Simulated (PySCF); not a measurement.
Vibration and rotation of NaH

RHF-CCSD(T) constants of NaH, ¹Σ⁺ (singlet), closed shell (Na def2-SVPD, H def2-SVPD; no relativity (PySCF 2.14); masses 22.9898 and 1.0078 u):

| Quantity | Value |
| --- | --- |
| ωe | 1124.3 cm⁻¹ |
| ωexe | 19.5 cm⁻¹ |
| Be | 4.7401 cm⁻¹ |
| αe | 0.134 cm⁻¹ |
| D (centrifugal) | 0.000337 cm⁻¹ |
| De to Na + H | 1.84 eV |

Give the band origin of the fundamental and the first lines of its P and R branches.

ν0 = ωe − 2ωexe = 1085.3 cm⁻¹, B0 = 4.6731, B1 = 4.5391 cm⁻¹.

```tsv
J″	P(J″) − ν0	R(J″) − ν0
0		9.077
1	-9.345	17.878
2	-18.950	26.394
3	-28.806	34.619
4	-38.907	42.543
5	-49.242	50.158
6	-59.806	57.457
```

Near which J would the R branch turn back, without centrifugal distortion?

At J ≈ (B0 + B1)/(2(B0 − B1)) − 1 ≈ 33.

Measured values (Huber and Herzberg, Constants of Diatomic Molecules (1979)): ωe = 1172.2 cm⁻¹, ωexe = 19.72 cm⁻¹, Be = 4.9012 cm⁻¹, αe = 0.1353 cm⁻¹.

Correlated steps freeze 1 core orbital. Correlated levels converge slowly with the basis: in double zeta they bind strong bonds too weakly, by up to about 1 eV, and carry superposition errors of some tenths. Where the molecule has an RHF reference, its open-shell atoms are computed with UHF.
